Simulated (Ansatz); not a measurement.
Mulliken charges of AlH$_{5}$O, SMILES `[OH2+][AlH3-]` from B3LYP/def2-TZVPP in Ansatz (PBE0-D4/def2-TZVP geometry).

```tsv
atom	x (Å)	y (Å)	z (Å)	charge (e)
O1	-0.144	-1.155	-0.146	-0.190
Al2	0.142	0.855	-0.144	0.333
H3	-0.994	-1.388	0.244	0.227
H4	0.542	-1.608	0.356	0.227
H5	0.312	1.196	-1.690	-0.185
H6	-1.253	1.208	0.561	-0.206
H7	1.456	0.824	0.773	-0.206
```

Problem. By hand: the dipole of these point charges (1 e Å = 4.8032 D).

Solution. Σ q r = (-0.127, -0.816, 0.154) e Å, of length 0.840 e Å = 4.03 D.

Problem. How does the dipole of the full density compare? (Estimate.)

Solution. The calculation gave: (-0.147, -0.899, 0.267) e Å, 4.56 D; the point charges give 0.88 times that, at 6° from its direction.

Point charges leave out the atoms' own dipoles, such as those of lone pairs, and Mulliken's split depends on the basis, so the close match here is no proof of good charges.

B3LYP here is the variant with VWN-RPA as its local correlation; programs differ in this.
